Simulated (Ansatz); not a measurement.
# CHNSi (triplet): from Hartree-Fock to the top rungs at a displaced geometry (v1), cc-pVDZ

The task here is to estimate one member of a computed series from the others.

Method: cc-pVDZ, core rule «outside noble gas», up to 7 orbitals frozen; program: Ansatz 0.2.0, Gaussian basis.

Plan: UHF; CCSD(T) on ROHF; CCSD(T) on UHF; BCCD(T) on ROHF; CISD; CCSDT(Q) on ROHF; CCSDT(Q) on UHF.

29 further runs of the same task are left out: 12 that didn't finish, 17 set aside as unsound or not needed.

## The system

The geometry is a PBE0/def2-TZVP stationary point (not a proven minimum) with its atoms shifted at random (size 0.040 Å).

4 atoms, charge 0, spin multiplicity 3.

Atoms are counted from 1 here; the program's logs count them from 0.

Bond lengths: C1–N2 1.220 Å, C1–H4 1.051 Å, N2–Si3 1.722 Å. Angles: N2–C1–H4 142.5°, C1–N2–Si3 177.8°.

As a file:

```
atom    x (Å)    y (Å)    z (Å)
  C1   0.0023  -0.2056   0.8197
  N2   0.0015  -0.1217  -0.3978
 Si3   0.0495  -0.0457  -2.1172
  H4  -0.0533   0.3730   1.6953
```

Set-up of the first run:

The input, in.yaml:

```yaml
crystal:
  periodic: [false, false, false]
  atoms:
    - {symbol: C, position_ang: [0.002340, -0.205586, 0.819659]}
    - {symbol: N, position_ang: [0.001498, -0.121743, -0.397790]}
    - {symbol: Si, position_ang: [0.049469, -0.045711, -2.117193]}
    - {symbol: H, position_ang: [-0.053306, 0.373040, 1.695325]}
basis:
  gaussian: {orbitals: cc-pVDZ}
magnetization: {spin_polarized: true, initial_magnetization: 2}
hamiltonian: {xc: hf}
output: {orbitals: {seedname: orbitals}}
```

Command:

```console
> ansatz run in.yaml --threads 1 --pin off --events-out ev --progress --plain --max-ram 2393MiB
```

Steps of the session up to this table: UHF; CCSD(T) on ROHF; CCSD(T) on UHF; BCCD(T) on ROHF; CISD; CCSDT(Q) on ROHF; CCSDT(Q) on UHF.

One of the session's tables, all rows but one given; the rest of the session is left out.

It belongs to the step «Misses and costs». 

| method | from UCCSDT(Q) (meV) |
| --- | --- |
| ROHF | +10976.9 |
| UHF | +10365.9 |
| RMP2 | +1452.0 |
| UMP2 | +1701.5 |
| CISD | +1875.3 |
| RCCSD | +587.3 |
| UCCSD | +552.0 |
| RCCSD(T) | +100.9 |
| UCCSD(T) | ? |
| BCCD(T) | +90.3 |
| RCCSDT | +60.2 |
| UCCSDT | +54.8 |
| RCCSDT(Q) | +0.3 |
| UCCSDT(Q) | 0 |

Estimate the missing values for UCCSD(T).

As computed: from UCCSDT(Q) (meV): +109.5. In the column «from UCCSDT(Q) (meV)» it lies between RCCSD(T) (+100.9) and UCCSD (+552.0).

Caveats from the session: Restricted and unrestricted rows rest on different reference determinants; where their highest levels disagree by more than a few hundredths of an eV, they describe different states and don't form one ladder.
